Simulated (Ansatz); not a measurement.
# SiHS+ (quintet): from Hartree-Fock to the top rungs, def2-TZVPP

An exercise on one series of results from a longer session: the logs are not shown, and one member is left open.

Method: def2-TZVPP, core rule «outside noble gas», up to 10 orbitals frozen; program: Ansatz 0.2.0, Gaussian basis.

The runs, in order: UHF; ROHF; CCSD(T) on UHF.

### The geometry

The geometry is a PBE0/def2-TZVP stationary point (not a proven minimum) of the parent state, kept for this charge and spin.

3 atoms, charge 1, spin multiplicity 5.

Atoms are counted from 1 here; the program's logs count them from 0.

Bond lengths: Si1–S2 2.172 Å, Si1–H3 1.496 Å. Angles: S2–Si1–H3 117.1°.

Coordinates:

| atom | x (Å) | y (Å) | z (Å) |
| --- | --- | --- | --- |
| Si1 | 0.00000 | -0.09414 | 1.12404 |
| S2 | 0.00000 | 0.04500 | -1.04390 |
| H3 | 0.00000 | 1.19175 | 1.88855 |

The first run:

Contents of in.yaml:

```yaml
crystal:
  periodic: [false, false, false]
  atoms:
    - {symbol: Si, position_ang: [0.000000, -0.094141, 1.124038]}
    - {symbol: S, position_ang: [0.000000, 0.044996, -1.043902]}
    - {symbol: H, position_ang: [0.000000, 1.191747, 1.888549]}
basis:
  gaussian: {orbitals: def2-TZVPP}
total_charge: 1
magnetization: {spin_polarized: true, initial_magnetization: 4}
hamiltonian: {xc: hf}
output: {orbitals: {seedname: orbitals}}
```

Run with:

```
ansatz run in.yaml --threads 1 --pin off --events-out ev --progress --plain --max-ram 3968MiB --backend cpu
```

Steps of the session up to this table: UHF; ROHF; CCSD(T) on UHF.

One table of the session follows, with a row left open; its other results are not shown here.

| method | from UCCSD(T) (kJ/mol) |
| --- | --- |
| ROHF | +609.0 |
| UHF | +587.6 |
| UMP2 | +121.5 |
| UCCSD | ? |
| UCCSD(T) | 0 |

Estimate the missing values for UCCSD.

The run gave: from UCCSD(T) (kJ/mol): +21.9. In the column «from UCCSD(T) (kJ/mol)» it lies between UCCSD(T) (0) and UMP2 (+121.5).
